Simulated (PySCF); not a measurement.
Compound: C4H4OP (charge -1).
Z-matrix (Å and degrees, PBE0-D3(BJ)/def2-SVP geometry), rows numbered from 1:
```
P 
C   1  1.8057
C   2  1.4536  1  123.59
C   3  1.3612  2  108.10  1  -179.96
O   4  1.3433  3  111.04  2     0.07
C   5  1.3831  4  105.96  3    -0.09
H   1  1.4443  2   94.95  3  -179.91
H   3  1.0904  2  125.53  1    -0.06
H   4  1.0898  3  132.74  2  -179.66
H   6  1.0870  2  132.43  1     0.15
```

All values: PBE0/pcSseg-1 (PySCF, non-relativistic), on one gas-phase PBE0-D3(BJ)/def2-SVP geometry that isn't relaxed in the solvent. The solvent is an IEF-PCM continuum (Bondi radii, 1.10 Å for H, scaled by 1.2). Specific hydrogen bonds and non-electrostatic terms are outside this model.

```json
{"run": "gas", "E − E(gas) (kcal/mol)": "0.00", "HOMO (eV)": "0.92", "HOMO–LUMO gap (eV)": "3.96"}
{"run": "P", "E − E(gas) (kcal/mol)": "-47.34", "HOMO (eV)": "-2.99", "HOMO–LUMO gap (eV)": "4.54"}
{"run": "Q", "E − E(gas) (kcal/mol)": "-60.01", "HOMO (eV)": "-3.98", "HOMO–LUMO gap (eV)": "4.77"}
```

Problem. The runs were made in acetonitrile and chloroform. Which run belongs to which solvent?

Solution. P = chloroform, Q = acetonitrile. The dielectric constants are 4.711 (chloroform), 35.69 (acetonitrile), and the energy falls further as ε rises. In this model the ground state sees the solvent through ε alone.

Problem. How constant is the ratio of the lowering to 1 − 1/ε?

Solution. 
```csv
solvent,1 − 1/ε,E − E(gas) (kcal/mol),ratio (kcal/mol),polarisation term (kcal/mol)
chloroform,0.788,-47.34,-60.1,-49.14
acetonitrile,0.972,-60.01,-61.7,-63.48
```

The ratio changes by +2.7 % in size from chloroform to acetonitrile. The polarisation term is half the interaction of the solute with the induced surface charges.

On Arm Neoverse V1, one thread (shared host), this took 11 s and 0.69 GiB of memory at its peak. This is the whole shielding run at PBE0/pcSseg-1 in acetonitrile, SCF included.
